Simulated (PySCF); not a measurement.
**Core-level binding energies of lithium amide**

Compound: lithium amide, H2LiN.
SMILES with atom numbers: `[Li:1][NH2:2]`

Level of theory: delta-SCF UKS SCAN, pcX-2 on the ionised atom, pcseg-1 elsewhere, spin-free X2C (PySCF). Binding energies are ΔSCF values: E(core-ionised, relaxed orbitals) − E(ground state) at a fixed geometry, referred to the vacuum level.

Question: Give the core binding energies atom by atom.

Answer: 
```
atom(s)   bonded to  level  binding energy (eV)  count
    Li1           N  Li 1s                63.08      1
     N2  2 H and Li   N 1s               401.55      1
```

Question: Which photon wavelength matches the Li 1s of Li1 threshold?

Answer: λ = hc/E = 12398.42 eV Å / 63.08 eV = 196.551 Å.

Question: Which effective nuclear charge Zeff reproduces each element's mean 1s value in the hydrogen-like formula E = 13.606 eV × Zeff²?

Answer: Li (Z = 3): mean 63.1 eV, Zeff = 2.15, Z − Zeff = 0.85; N (Z = 7): mean 401.6 eV, Zeff = 5.43, Z − Zeff = 1.57. Means run over the listed sites, weighted by atom count.

Isolated species at its PBE0-D3(BJ)/def2-SVP geometry, gas phase.
